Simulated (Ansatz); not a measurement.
# C2H4F2O2: how energies converge with the basis set

How large a basis does C2H4F2O2 need? Two functionals are run in growing sets.

Computed with Ansatz 0.2.0, Gaussian basis. Level: one geometry, several basis sets.

Levels to be run: PBE0-D4/def2-SVP; ωB97M-V/def2-SVP; PBE0-D4/def2-QZVPP; ωB97M-V/def2-QZVPP; the functionals' def2-TZVPP values are taken from earlier runs.

## (1) The geometry

The geometry comes from an earlier relaxation with PBE0-D4 in a triple-zeta def2 set; it is a stationary point, not always the lowest conformer.

SMILES `COC(O)(F)F`, 10 atoms, charge 0, spin multiplicity 1.

Atoms are counted from 1 here; the program's logs count them from 0.

Bond lengths: C1–O2 1.423 Å, C1–H7 1.092 Å, C1–H8 1.088 Å, C1–H9 1.091 Å, O2–C3 1.353 Å, C3–O4 1.346 Å, C3–F5 1.362 Å, C3–F6 1.345 Å, O4–H10 0.963 Å. Angles: O2–C1–H7 110.7°, O2–C1–H8 105.8°, O2–C1–H9 110.9°, H7–C1–H8 109.6°, H7–C1–H9 110.0°, H8–C1–H9 109.8°, C1–O2–C3 115.9°, O2–C3–O4 110.2°, O2–C3–F5 110.3°, O2–C3–F6 112.1°, O4–C3–F5 110.9°, O4–C3–F6 108.2°, F5–C3–F6 105.0°, C3–O4–H10 107.9°.

## (2) PBE0-D4 in def2-SVP

Contents of in.yaml:

```yaml
crystal:
  periodic: [false, false, false]
  atoms:
    - {symbol: C, position_ang: [-0.459633, -1.112458, 0.735516]}
    - {symbol: O, position_ang: [0.379454, -0.501045, -0.238085]}
    - {symbol: C, position_ang: [0.277892, 0.844158, -0.345413]}
    - {symbol: O, position_ang: [1.095550, 1.297202, -1.313610]}
    - {symbol: F, position_ang: [-1.013440, 1.201749, -0.591880]}
    - {symbol: F, position_ang: [0.598257, 1.469062, 0.801735]}
    - {symbol: H, position_ang: [-0.255872, -0.707429, 1.728457]}
    - {symbol: H, position_ang: [-0.213059, -2.171460, 0.715567]}
    - {symbol: H, position_ang: [-1.512171, -0.972637, 0.483977]}
    - {symbol: H, position_ang: [1.186322, 0.601754, -1.973165]}
basis:
  gaussian: {orbitals: def2-SVP}
hamiltonian: {xc: pbe0, dispersion: d4}
output: {orbitals: {seedname: orbitals}}
```

Further steps of the session: ωB97M-V in def2-SVP; PBE0-D4 in def2-QZVPP; ωB97M-V in def2-QZVPP.

Before running them: what should the planned runs give, taken together? Wanted: PBE0-D4: double and triple zeta above quadruple; ωB97M-V: double and triple zeta above quadruple.

**Answer**, as computed:

| quantity | value |
| --- | --- |
| PBE0-D4: double and triple zeta above quadruple | 14.46, 0.61 eV |
| ωB97M-V: double and triple zeta above quadruple | 14.77, 0.58 eV |

What this shows: PBE0-D4 gains 13.85 eV from double to triple zeta, then 0.61 eV more. Total energies overstate the basis error of differences, where much of it tends to cancel. The LUMO of ωB97M-V is positive and keeps falling with the basis (3.57 to 1.78 eV): an unbound level that the basis holds in place.
